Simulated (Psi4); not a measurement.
# BPH3Cl (SMILES PBCl): HF/3-21G

What is the vertical ionisation energy of BPH3Cl at HF/3-21G? 

Program for the calculation: Psi4 1.11.

2 further runs of the same task are left out: 2 set aside as unsound or not needed.

**1. The structure to begin with**

BPH3Cl has 6 atoms, charge 0, and is taken as a singlet. SMILES: `PBCl`. The shape is that of a GFN2-xTB optimisation. This is one conformer, not always the lowest.

Bond lengths: P1–B2 1.884 Å, B2–Cl3 1.695 Å, P1–H4 1.380 Å, P1–H5 1.379 Å, B2–H6 1.173 Å. Angles: P1–B2–Cl3 120.0°, P1–B2–H6 120.9°, Cl3–B2–H6 118.6°, B2–P1–H4 100.2°, B2–P1–H5 98.8°, H4–P1–H5 96.0°.

**2. The energy at HF/3-21G**

The input, job.in:

```
memory 1600 MB

molecule {
  0 1
  P     -0.377850     0.516840    -0.948490
  B      0.665420    -0.279920     0.403140
  Cl     0.669800    -1.964800     0.589550
  H     -1.530850    -0.233270    -0.840970
  H     -0.846400     1.603250    -0.239160
  H      1.419880     0.357890     1.035930
  symmetry c1
}

set basis 3-21G
set reference rhf
set puream true
set e_convergence 1e-09
set d_convergence 1e-08
set scf_type pk

result, w = energy('hf', return_wfn=True)
```

The run is started by

```console
$ psi4 -i job.in -o job.out -n 1
```

job.out (excerpt; [...] marks lines left out):

```text
[...]
  Running in c1 symmetry.
[...]
  Nuclear repulsion =  119.275925612600176
[...]
  Multiplicity = 1
[...]
  Nalpha       = 20
  Nbeta        = 20
[...]
    Number of basis functions: 41
[...]
   @RHF iter   1:  -822.54795097380179   -2.84656e-01   4.40013e-03 DIIS/ADIIS
[...]
   @RHF iter  11:  -822.58024375751131   -1.11413e-11   9.90428e-09 DIIS
[...]
    Orbital Energies [Eh]
    ---------------------
    Doubly Occupied:
       1A   -104.116438     2A    -79.379726     3A    -10.515089
       4A     -7.978246     5A     -7.974596     6A     -7.973964
       7A     -7.647130     8A     -7.458574     9A     -5.343208
      10A     -5.342965    11A     -5.340280    12A     -1.150999
      13A     -0.902962    14A     -0.691057    15A     -0.595659
      16A     -0.540988    17A     -0.524279    18A     -0.505787
      19A     -0.443886    20A     -0.377689
[...]
  @RHF Final Energy:  -822.58024375751131
   => Energetics <=
    Nuclear Repulsion Energy =            119.2759256126001759
    One-Electron Energy =               -1374.1052928186295503
    Two-Electron Energy =                 432.2491234485182758
    Total Energy =                       -822.5802437575111981
[...]
 Multipole Moments:
 ------------------------------------------------------------------------------------
     Multipole            Electronic (a.u.)      Nuclear  (a.u.)        Total (a.u.)
 ------------------------------------------------------------------------------------
 L = 1.  Multiply by 2.5417464519 to convert [e a0] to [Debye]
 Dipole X            :          1.5228048           -1.8028501           -0.2800453
 Dipole Y            :         -2.7113553            3.2255943            0.5142391
 Dipole Z            :          0.3806054           -0.0916376            0.2889679
 Magnitude           :                                                    0.6529698
[...]
```

Wall time 1.2 s (1 thread of Intel Xeon 6975P-C (Granite Rapids), shared host); peak memory 0.18 GiB.

**3. The doublet cation: energy and forces at UHF/3-21G**

The input, calc.inp:

```
memory 1600 MB

molecule {
  1 2
  P
  B 1 1.884182
  Cl 2 1.695166 1 120.04083
  H 1 1.379723 2 100.18986 3 41.78117
  H 1 1.379484 4 95.98402 2 -100.04143
  H 2 1.173216 3 118.64432 1 -172.41579
  symmetry c1
  no_reorient
  no_com
}

set reference uhf
set puream true
set e_convergence 1e-09
set d_convergence 1e-08
set scf_type pk
set maxiter 200

result, w = gradient("hf/3-21G", return_wfn=True)
oeprop(w, "WIBERG_LOWDIN_INDICES", "DIPOLE", "MULLIKEN_CHARGES", title="HF")
print_variables()
```

The run is started by

```console
$ psi4 calc.inp calc.out -n 1
```

calc.out (excerpt; [...] marks lines left out):

```text
[...]
  Running in c1 symmetry.
[...]
  Nuclear repulsion =  119.275931163261760
[...]
  Multiplicity = 2
[...]
  Nalpha       = 20
  Nbeta        = 19
[...]
    Number of basis functions: 41
[...]
   @UHF iter   1:  -822.18512936850175    7.81654e-02   5.40691e-03 ADIIS/DIIS
[...]
   @UHF iter  16:  -822.24040325576254   -1.47793e-12   5.34336e-09 DIIS
[...]
   @S^2 Observed:                7.597810433E-01
[...]
  @UHF Final Energy:  -822.24040325576254
   => Energetics <=
    Nuclear Repulsion Energy =            119.2759311632617596
    One-Electron Energy =               -1364.1811349559256996
    Two-Electron Energy =                 422.6648005369013958
    Total Energy =                       -822.2404032557626579
  UHF NO Occupations:
  HONO-2 :   18  A 1.9984703
  HONO-1 :   19  A 1.9976488
[...]
  -Total Gradient:
     Atom            X                  Y                   Z
    ------   -----------------  -----------------  -----------------
       1        0.028750425510    -0.002596696481     0.007917596326
       2       -0.034482853874    -0.017435696619    -0.040329326062
       3        0.005486113648     0.024068037097    -0.010492929950
       4       -0.003604874521     0.019522494218     0.017914161615
       5       -0.003394175812    -0.019763086840     0.017203574791
       6        0.007245365051    -0.003795051380     0.007786923302
[...]
 Multipole Moments:
 ------------------------------------------------------------------------------------
     Multipole            Electronic (a.u.)      Nuclear  (a.u.)        Total (a.u.)
 ------------------------------------------------------------------------------------
 L = 1.  Multiply by 2.5417464519 to convert [e a0] to [Debye]
 Dipole X            :          1.3477346           -1.5498927           -0.2021581
 Dipole Y            :         -1.0118342            2.3164424            1.3046081
 Dipole Z            :          0.2837139           -2.4279730           -2.1442590
 Magnitude           :                                                    2.5180780
[...]
```

It took 1.3 s on 1 thread of Intel Xeon 6975P-C (Granite Rapids), shared host; peak memory 0.18 GiB.

**4. What came out**

At HF/3-21G:

| quantity | value |
| --- | --- |
| singlet BPH3Cl: total energy | -822.58024 Eh |
| singlet BPH3Cl: dipole moment | 1.66 D |
| singlet BPH3Cl: HOMO energy | -10.28 eV |
| singlet BPH3Cl: LUMO energy | 1.84 eV |
| singlet BPH3Cl: HOMO–LUMO gap | 12.12 eV |
| doublet cation: total energy | -822.24040 Eh |
| doublet cation: HOMO energy (highest over α and β) | -17.50 eV |
| doublet cation: LUMO energy (lowest over α and β) | -8.29 eV |
| doublet cation: ⟨S²⟩ | 0.760 |
| doublet cation: largest force on an atom | 2.872 eV/Å |
| vertical ionisation energy (to the doublet cation) | 9.248 eV |

The vertical ionisation energy comes to 9.25 eV (213 kcal/mol). The negative HOMO energy of the first species, 10.28 eV, lies 1.03 eV above that difference.
